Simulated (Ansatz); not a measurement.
Process, species as SMILES: C=C=O + 4 [H][H] (H2) → 2 C (CH4) + O (H2O)
B3LYP-D3(BJ)/def2-TZVP geometries, fixed; electronic energies without zero-point terms.

The energy of full hydrogenation at MP2 with Ansatz (a quantum-chemistry and plane-wave program), in kcal/mol, split into its Hartree-Fock and correlation parts. Cores are frozen. No added dispersion term, no relativity. Functions are those of the species that has most.

```
basis    X  functions  Hartree-Fock      MP2
-------  -  ---------  ------------  -------
cc-pVDZ  2         52       -105.81   -95.06
cc-pVTZ  3        118       -104.81  -100.28
cc-pVQZ  4        225       -104.95  -101.45
cc-pV5Z  5        383       -105.31  -101.93
```

Worked estimate of the basis-set limit from each neighbouring pair, with Hartree-Fock from the larger set and the correlation part extrapolated as X^-3.
Correlation parts: X = 2: 10.75, X = 3: 4.53, X = 4: 3.50, X = 5: 3.38.
- (2,3): (27·(4.53) - 8·(10.75))/19 = 1.91; with Hartree-Fock -104.81 the estimate is -102.90 kcal/mol.
- (3,4): (64·(3.50) - 27·(4.53))/37 = 2.75; with Hartree-Fock -104.95 the estimate is -102.20 kcal/mol.
- (4,5): (125·(3.38) - 64·(3.50))/61 = 3.25; with Hartree-Fock -105.31 the estimate is -102.06 kcal/mol.
The last two estimates differ by 0.15 kcal/mol; the largest set lies 0.13 from the last. Over the last step Hartree-Fock moves by -0.36 and the correlation part by -0.12.
